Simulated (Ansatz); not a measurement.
Z-matrix (Å, degrees):
```
C
C 1 1.330
H 1 1.083 2 120.5
H 1 1.082 2 120.9 3 180.0
N 2 1.387 1 121.8 3 -0.0
H 2 1.094 1 120.5 3 180.0
C 5 1.265 2 117.8 1 180.0
S 7 1.742 5 120.1 2 -180.0
H 7 1.097 5 123.8 2 -0.0
H 8 1.342 7 95.7 5 180.0
```

Total charge 0; spin multiplicity 1.

(1) List the B3LYP/def2-TZVPP orbital energies in eV (Ansatz). (An estimate is asked.)

Answers

(1) The calculation gave: Occupied: -2418.65, -389.74, -279.01, -277.73, -276.70, -216.64, -161.21, -161.11, -160.99, -25.95, -21.85, -20.35, -16.75, -15.56, -13.95, -13.11, -11.47, -10.94, -10.73, -10.03, -8.30, -7.56, -6.45. Lowest empty: -1.33, -0.22, 0.93, 1.20, 1.74, 2.23, 3.07, 3.22.

B3LYP here is the variant with VWN-RPA as its local correlation; programs differ in this.
